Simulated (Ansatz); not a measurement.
Base system: GaAs in the zinc blende structure (space group F-43m, No. 216; a = 5.667 Å).

All numbers come from r2SCAN in Ansatz (plane waves to 500 eV, PAW, no spin-orbit coupling).

```csv
level,band gap,lattice parameter a,electron mass at Γ
r2SCAN,0.96 eV,5.667 Å,0.051 mₑ
```

Question: From these computed values, estimate the measured ones, and say how each level misses.

Answer: Measured: band gap 1.57 eV (static lattice; corrected from measurement; as listed in Wei Chen et al., Physical Review Materials (2018)); lattice parameter a 5.64 Å (static lattice; corrected from measurement; as listed in Daniel Mejia-Rodriguez, S. B. Trickey, Phys. Rev. B (2018)); electron mass at Γ 0.066 mₑ (temperature not stated; as listed in Magdalena Laurien, Oleg Rubel, Phys. Rev. B (2022)). Computed minus measured — band gap: r2SCAN -0.61 eV; lattice parameter a: r2SCAN +0.5 %; electron mass at Γ: r2SCAN -23 %. Measured values not marked as corrected hold thermal and zero-point effects that the static-lattice runs lack. A measured gap can be an optical one, lowered by exciton binding. Levels without spin-orbit coupling miss its lowering of the gap, often about a third of the valence-band splitting.

Masses are band curvatures over ±0.01 Å⁻¹ around the edge. Stability against distortions was not tested.

Ansatz is a first-principles code.
